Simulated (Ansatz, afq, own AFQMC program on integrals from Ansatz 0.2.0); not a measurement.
**SiH₄ + H, doublet: a scan with AFQMC**

```json
{"atom": "Si", "x (Å)": "-0.0770", "y (Å)": "0.0000", "z (Å)": "0.0000"}
{"atom": "H", "x (Å)": "-0.5719", "y (Å)": "1.3997", "z (Å)": "0.0000"}
{"atom": "H", "x (Å)": "-0.5719", "y (Å)": "-0.6999", "z (Å)": "1.2122"}
{"atom": "H", "x (Å)": "-0.5719", "y (Å)": "-0.6999", "z (Å)": "-1.2122"}
{"atom": "H", "x (Å)": "1.4076", "y (Å)": "0.0000", "z (Å)": "0.0000"}
{"atom": "H", "x (Å)": "2.4530", "y (Å)": "0.0000", "z (Å)": "0.0000"}
```

A hydrogen atom is moved from one rigid fragment to the other; the Si1–H5 distance tells how far. The two fragments are held close together, so this isn't a minimum-energy path and the start is a compressed complex. Energies in kcal/mol count from this geometry (1.485 Å) at the same level; the start stands on UHF, each point on the determinant named.

Basis cc-pVTZ. Only valence electrons are correlated. Ansatz 0.2.0 and our own AFQMC program on the same integrals; the CISD trial comes from CCSD amplitudes, and released means the phaseless constraint is let go. ± is one standard error of the sampling.

| r(Si1–H5) / Å | det. | T1 | weight | ⟨S²⟩ | CCSD(T) | ph-AFQMC/CISD | CCSDT(Q) | B3LYP | MP2 |
| --- | --- | --- | --- | --- | --- | --- | --- | --- | --- |
| 1.570 | UHF | 0.017 | 0.90 | 0.77 | -2.1 | -2.1 ± 0.1 | -2.1 | -2.6 | -1.5 |
| 1.613 | UHF | 0.017 | 0.90 | 0.77 | -3.0 | -3.1 ± 0.1 | -3.1 | -3.7 | -2.3 |
| 1.656 | UHF | 0.016 | 0.90 | 0.77 | -4.0 | -4.0 ± 0.09 | -4.0 | -4.7 | -3.1 |
| 1.699 | UHF | 0.016 | 0.90 | 0.77 | -4.8 | -4.9 ± 0.09 | -4.8 | -5.4 | -4.0 |
| 1.785 | UHF | 0.015 | 0.90 | 0.77 | -5.1 | -5.1 ± 0.1 | -5.1 | -5.3 | -4.6 |

Weight is that of the determinant in the CISD state; at the start T1 is 0.016 and the weight 0.90, and ⟨S²⟩ is 0.77. Largest departures from CCSDT(Q), at the points where its series has closed: CCSD(T) 0.0 kcal/mol at 1.656 (on UHF), ph-AFQMC/CISD 0.0 kcal/mol at 1.699 (on UHF) (within the noise), B3LYP -0.7 kcal/mol at 1.656, MP2 0.9 kcal/mol at 1.656 (on UHF). Functionals count only at points shown to share the start's state and spin.

Some points may be missing: those where a free walk finds a much lower state, and past Zn most of those on another determinant than at the start.

CCSDT and higher add their correlation energy to the determinant of the CCSD(T) run, since their own runs factorise the integrals more tightly (a shift of under 2 meV). A walk keeps the symmetry of its determinant, which the program's search chose and which needn't be the lowest solution, so a lower state of the same spin and another symmetry isn't excluded.
